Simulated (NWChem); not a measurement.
# disulfur (S2, triplet); SMILES S=S

Computed with NWChem. Spin-unrestricted. Coordinates come from a B3LYP/6-31G* (spherical d), spin-unrestricted optimisation. No stability test was run on the SCF state.

For level RPBE/def2-SVP:

```yaml
highest occupied level (eV): -5.68
lowest empty minus highest occupied level, either spin (eV): 1.31
```

Question: What are these values for level PW6B95/def2-SVP?

Answer: The highest occupied level (eV) is -7.05 and the lowest empty minus highest occupied level, either spin (eV) comes out as 3.55.
